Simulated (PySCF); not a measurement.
Simulated F 1s region for `O=C(F)C(F)F`, binding energy against the vacuum level.

Every computed line was given a Gaussian of 0.7 eV full width at half maximum and an area set by the number of equivalent atoms; the highest printed point is 100. The calculation used delta-SCF UKS SCAN, pcX-2 on the ionised atom, pcseg-1 elsewhere, spin-free X2C in PySCF.

binding energy (eV), intensity and a bar:
```
    693.4          0 
    693.5          1 
    693.6          2 #
    693.7          5 #
    693.8         11 ###
    693.9         21 ######
    694.0         36 ###########
    694.1         55 ################
    694.2         75 #######################
    694.3         92 ############################
    694.4        100 ##############################
    694.5         97 #############################
    694.6         85 #########################
    694.7         66 ####################
    694.8         46 ##############
    694.9         28 ########
    695.0         16 #####
    695.1          8 ##
    695.2          3 #
    695.3          1 
    695.4          0
```

Q: Count the maxima, the lines and the sites behind this envelope.

A: The curve has 1 maximum (at 694.4 eV). Under it lie 2 lines from 2 inequivalent fluorine sites. At this width some lines have no maximum of their own.

Q: Decompose the envelope and assign each component. Numbering: `[O:1]=[C:2]([F:3])[CH:4]([F:5])[F:6]`.

A: 
```tsv
position (eV)	relative area	line	atoms	environment
694.40	1	F 1s	F3	acyl fluorine
694.44	2	F 1s	F5/F6	fluorine of a CF2 group
```

Q: What are the centre and the root-mean-square width of the whole band?

A: The area-weighted mean of the lines is 694.43 eV. Their own spread about it is 0.02 eV (rms) and each Gaussian has σ = 0.7/2.355 = 0.30 eV; the variances add, which gives 0.30 eV.

The 2 F 1s values lie within 0.04 eV of each other; Gaussian lines of 0.5 eV full width would blend them into one maximum.

Shake-up satellites, vibrational structure and lifetime widths aren't simulated. Topologically equivalent atoms share the value of their first member; where this conformer doesn't relate them by symmetry, their own values could differ. Geometry: GFN2-xTB, one conformer, isolated molecule.

Shape of the structure used: `[O:1]=[C:2]([F:3])[CH:4]([F:5])[F:6]`: O1–C2–C4–F5 4°.
